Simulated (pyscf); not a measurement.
Single points on ωB97X-D3(BJ)/def2-SVP structures (PySCF, gas phase). MP2 and CC: frozen core, UHF for open shells. ΔMP2 is the change of the MP2 total energy from the triple- to the quadruple-zeta basis.

Problem. `[AlH2][Cl]` + `[OH][SiH3]` → `[OH][AlH][Cl]` + `[SiH4]`
Surface: singlet. Broken: Al–H, O–Si. Formed: Al–O, H–Si. Give ΔE‡ and ΔE from CCSD(T)/def2-TZVPP + ΔMP2(QZVPP), relative to the separated reactants.

Solution. ΔE‡ = -0.42 eV, ΔE = -0.65 eV. Zero-point energy shifts the barrier by +0.11 eV. It is a four-centre exchange, with an imaginary mode of 287i cm⁻¹. On the reactant side the descent ends in an adduct with a Al–O contact, 1.12 eV under the separated species and 0.53 eV under the saddle at ωB97X-D3(BJ)/def2-TZVP. On the product side the descent ends in a complex, 0.30 eV under the separated species and 0.36 eV under the saddle at ωB97X-D3(BJ)/def2-TZVP. At CCSD(T) the saddle lies under the separated reactants, which points to a path from their complex (located at ωB97X-D3(BJ) alone). What is counted as formed (Al–O) is already present as a longer contact in the reactant adduct; forming that adduct is a step of its own. At the saddle there is also a short Al–Si contact that neither side keeps. At ωB97X-D3(BJ)/def2-TZVP the barrier from the zero used here is -0.58 eV. One saddle was located; it need not be the lowest between these sides. The CCSD(T) − MP2 part came from Ansatz, without density fitting, on the same reference.
